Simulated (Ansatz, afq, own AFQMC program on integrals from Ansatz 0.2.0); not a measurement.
**AlH$_{4}$, doublet: AFQMC among the cluster methods**

```xyz
5

Al   -0.1058    0.0003   -0.2346
H     0.7929    0.0032    3.5089
H    -0.5603   -0.0157    3.4569
H     1.2957    2.4443   -0.3336
H     1.3034   -2.4387   -0.3521
```

Basis 6-31G. Only valence electrons are correlated. Ansatz 0.2.0 and our own AFQMC program on the same integrals; the CISD trial comes from CCSD amplitudes, and released means the phaseless constraint is let go. Error bars are statistical, one sigma.

Determinant: ROHF, the one that the program's search chose, which needn't be the lowest solution. The geometry is a point of a scan.

Full CI on the same integrals is exact in this basis and with this determinant's frozen core.

Cautions: a spin-contaminated unrestricted determinant lies lower (UHF 1.65 eV lower, ⟨S²⟩ 1.74); the search met a lower determinant of the same kind, perhaps of another symmetry (868 meV lower), and this one is a saddle point; strong correlation (T1 0.072, weight of the determinant 0.73, largest double 0.21); the CCSD(T) amplitudes may be one of several solutions (largest double 0.21); the CCSDT(Q) amplitudes may be one of several solutions (largest double 0.22); the CCSDTQ amplitudes may be one of several solutions (largest double 0.22); the released energies are still falling, so no released level is given (meV from the phaseless value at times in 1/Eh: -7 ± 4 at 0.24, -10 ± 4 at 0.51, -24 ± 5 at 0.99, -42 ± 4 at 1.62, -56 ± 3 at 2.40).

- T1 diagnostic: 0.0718
- weight of the determinant in the CISD state: 0.734
- size of the correlated space: 7 electrons in 16 orbitals

Reference: full CI, correlation energy -4.299 eV. The cautions show a poor starting determinant, so the rows tell how each method copes with it here, and full CI is the sure value.

| level | E − E(reference) (kcal/mol) | share of correlation (%) |
| --- | --- | --- |
| HF | 99.14 | 0.00 |
| MP2 | 40.13 | 59.52 |
| CCSD | 3.21 | 96.76 |
| CCSD(T) | 1.18 | 98.81 |
| CCSDT | 0.09 | 99.91 |
| CCSDT(Q) | 0.03 | 99.97 |
| CCSDTQ | 0.00 | 100.00 |
| ph-AFQMC/CISD | 2.55 ± 0.11 | 97.42 |

CCSDT and higher add their correlation energy to the determinant of the CCSD(T) run, since their own runs factorise the integrals more tightly (a shift of under 2 meV).
